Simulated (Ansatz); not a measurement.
# AlF₂ radical (SMILES [F][Al][F]): functionals against CCSD(T) at one geometry

One table from this session's results is given with a row withheld; the runs are named, their logs left out.

The runs use Ansatz 0.2.0, Gaussian basis; single points in def2-TZVPP.

Cores are frozen in the correlated methods. Orbitals are unrestricted. B3LYP uses VWN-RPA correlation.

### Where the work starts

SMILES `[F][Al][F]`, 3 atoms, charge 0, spin multiplicity 2.

Atoms are counted from 1 here; the program's logs count them from 0.

Bond lengths: F1–Al2 1.590 Å, Al2–F3 1.697 Å. Angles: F1–Al2–F3 141.7°.

Coordinates:

```xyz
3
AlF2
F     0.6174   -1.4076    0.2284
Al    0.2508    0.1393    0.2018
F    -0.9191    1.2208   -0.3837
```

The first run:

Contents of run/in.yaml:

```yaml
crystal:
  periodic: [false, false, false]
  atoms:
    - {symbol: F, position_ang: [0.617400, -1.407600, 0.228400]}
    - {symbol: Al, position_ang: [0.250800, 0.139300, 0.201800]}
    - {symbol: F, position_ang: [-0.919100, 1.220800, -0.383700]}
basis:
  gaussian: {orbitals: def2-TZVPP}
magnetization: {spin_polarized: true, initial_magnetization: 1}
correlation: {method: ccsd_t}
scf: {omitted_lower_state_checks: [cluster_reference]}
output: {forces: true}
```

The command line of these runs was not kept.

Among the steps run: CCSD(T)/def2-TZVPP; PBE0-D4/def2-TZVPP; wB97M-V/def2-TZVPP; r2SCAN-D4/def2-TZVPP; PBE-D4/def2-TZVPP; wB97X-V/def2-TZVPP; B3LYP-D4/def2-TZVPP.

One table of the session follows, with a row left open; its other results are not shown here.

| method | RMS force component (eV/Å) | angle to CCSD(T) forces (°) | dipole (D) |
| --- | --- | --- | --- |
| CCSD(T) | 1.343 | reference | 0.55 |
| PBE0-D4 | 1.281 | 1.8 | 0.65 |
| wB97M-V | ? | ? | ? |
| r2SCAN-D4 | 1.304 | 1.2 | 0.60 |
| PBE-D4 | 1.372 | 10.6 | 0.64 |
| wB97X-V | 1.340 | 2.6 | 0.60 |
| B3LYP-D4 | 1.307 | 3.5 | 0.72 |

**Question.** Estimate the row for wB97M-V.

As computed: RMS force component (eV/Å): 1.305; angle to CCSD(T) forces (°): 4.0; dipole (D): 0.78. In the column «RMS force component (eV/Å)» it lies between r2SCAN-D4 (1.304) and B3LYP-D4 (1.307).
